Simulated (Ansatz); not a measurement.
# C5H12O: the cost of one run

Computed with Ansatz 0.2.0, Gaussian basis. Level: the settings change from run to run.

## Step 1: The molecule

The structure was relaxed beforehand with PBE0-D4 in a triple-zeta def2 set.

SMILES `CCC(C)CO`, 18 atoms, charge 0, spin multiplicity 1.

Atoms are counted from 1 here; the program's logs count them from 0.

Bond lengths: C1–C2 1.519 Å, C1–H7 1.093 Å, C1–H8 1.094 Å, C1–H9 1.092 Å, C2–C3 1.525 Å, C2–H10 1.094 Å, C2–H11 1.098 Å, C3–C4 1.521 Å, C3–C5 1.523 Å, C3–H12 1.102 Å, C4–H13 1.093 Å, C4–H14 1.095 Å, C4–H15 1.091 Å, C5–O6 1.412 Å, C5–H16 1.099 Å, C5–H17 1.095 Å, O6–H18 0.961 Å. Angles: C2–C1–H7 112.2°, C2–C1–H8 111.0°, C2–C1–H9 111.1°, H7–C1–H8 107.6°, H7–C1–H9 107.3°, H8–C1–H9 107.5°, C1–C2–C3 114.3°, C1–C2–H10 109.5°, C1–C2–H11 109.8°, C3–C2–H10 108.3°, C3–C2–H11 108.4°, H10–C2–H11 106.2°, C2–C3–C4 112.6°, C2–C3–C5 111.0°, C2–C3–H12 108.0°, C4–C3–C5 109.6°, C4–C3–H12 108.1°, C5–C3–H12 107.3° and more.

## Step 2: RPBE/aug-cc-pVDZ

Set apart from the defaults: a point charge of 2.00 e beside it, the search for lower states set to off.

Contents of in.yaml:

```yaml
crystal:
  periodic: [false, false, false]
  atoms:
    - {symbol: C, position_ang: [-1.777597, -1.245597, -0.051927]}
    - {symbol: C, position_ang: [-0.287171, -1.023230, 0.140383]}
    - {symbol: C, position_ang: [0.182696, 0.392114, -0.179420]}
    - {symbol: C, position_ang: [-0.350801, 1.422651, 0.804364]}
    - {symbol: C, position_ang: [1.703105, 0.465832, -0.221107]}
    - {symbol: O, position_ang: [2.291972, -0.386512, -1.180470]}
    - {symbol: H, position_ang: [-2.377187, -0.620575, 0.614062]}
    - {symbol: H, position_ang: [-2.078632, -1.017637, -1.078862]}
    - {symbol: H, position_ang: [-2.048384, -2.285015, 0.146731]}
    - {symbol: H, position_ang: [0.270942, -1.720836, -0.490224]}
    - {symbol: H, position_ang: [-0.007469, -1.256328, 1.175749]}
    - {symbol: H, position_ang: [-0.185172, 0.654273, -1.184087]}
    - {symbol: H, position_ang: [-0.007055, 2.429509, 0.552777]}
    - {symbol: H, position_ang: [-0.009589, 1.198080, 1.820085]}
    - {symbol: H, position_ang: [-1.441662, 1.442012, 0.818898]}
    - {symbol: H, position_ang: [2.015492, 1.507770, -0.381129]}
    - {symbol: H, position_ang: [2.111892, 0.151674, 0.744676]}
    - {symbol: H, position_ang: [1.994608, -0.108179, -2.050498]}
basis:
  gaussian: {orbitals: aug-cc-pVDZ, point_charges: [{charge: 2.00, position_ang: [5.798, 0.733, 0.197]}]}
hamiltonian: {xc: {name: RPBE}}
scf: {lower_state_search: off}
```

On the command line:

```bash
> ansatz run in.yaml --threads 2 --pin off --events-out ev --progress --plain --max-ram 22528MiB --backend cpu
```

What time and memory should one allow on 2 threads of AMD EPYC 7R13, shared host?

About 17 s, with a peak of 0.9 GiB.
